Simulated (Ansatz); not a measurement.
What each rung costs, and what it gives

Saddle point of SiPH7S, singlet (SiH₄S ([SiH3][SH]) + PH₃ → SiPH₅ ([SiH3][PH2]) + H₂S; bonds formed: Si1–P7, S2–H6; bonds broken: Si1–S2, H6–P7), PBE0-D4/def2-TZVP structure:

Si1  (-0.713, 0.747, -0.571)
S2  (0.148, 0.863, 1.716)
H3  (-0.197, 0.495, -1.951)
H4  (-0.677, 2.245, -0.553)
H5  (-2.111, 0.337, -0.315)
H6  (0.280, -0.436, 0.906)
P7  (0.099, -1.692, -0.502)
H8  (1.359, 1.244, 1.277)
H9  (1.477, -1.459, -0.754)
H10  (0.334, -2.344, 0.746)
(Å)

Barriers are electronic and count from the start structure reached by relaxing down the imaginary mode.

Computed with Ansatz 0.2.0 (basis: as named in each row); correlated methods freeze the cores. B3LYP uses VWN-RPA correlation. Extrapolation: Hartree–Fock as exp(−7.88 √X), correlation as X^−2.97.

Times are rough, for one single point on 4 threads of a shared host (Intel Xeon).

The estimate by CCSD(T) at an estimated basis limit (MP2 extrapolated from triple and quadruple zeta, plus CCSD(T) − MP2 in triple zeta) is 62.38 kcal/mol.

```csv
method,basis,time (s),barrier (kcal/mol),method less estimate
HF,STO-3G,under 1,124.23,61.85
PBE-D4,STO-3G,under 1,67.91,5.53
SPW92,def2-SVP,under 1,42.77,-19.61
PBE-D4,def2-SVP,1,49.56,-12.82
B3LYP-D4,6-31G,1,63.28,0.90
PBE0-D4,def2-SVP,2,56.56,-5.83
SPW92,def2-TZVPP,2,42.35,-20.03
CCSD(T),def2-SVP,3,69.44,7.06
PBE-D4,def2-TZVPP,4,48.48,-13.90
BLYP-D4,def2-TZVPP,4,54.97,-7.41
BHLYP-D4,def2-TZVPP,4,67.97,5.59
B3LYP-D4,def2-TZVPP,4,59.99,-2.39
CAM-B3LYP-D4,def2-TZVPP,5,64.66,2.27
wB97M-V,def2-SVP,6,63.44,1.06
r2SCAN-D4,def2-TZVPP,6,54.35,-8.04
PBE0-D4,def2-TZVPP,6,54.98,-7.40
r2SCAN0-D4,def2-TZVPP,6,58.52,-3.87
RPA on PBE,def2-TZVPP,6,63.09,0.71
B2PLYP,def2-TZVPP,8,62.74,0.36
PBE-QIDH,def2-TZVPP,8,60.56,-1.83
B97M-V,def2-TZVPP,10,58.89,-3.49
wB97X-V,def2-TZVPP,10,64.65,2.27
wB97M-V,def2-TZVPP,11,62.44,0.06
MP2,def2-QZVPP,29,60.92,-1.47
CCSD(T),def2-TZVPP,59,63.57,1.19
```

All methods are single points on the PBE0-D4 structures.

No T1 diagnostic of these runs exceeds 0.015.

Labels in which every atom is bracketed show which atoms are joined, not bond orders.
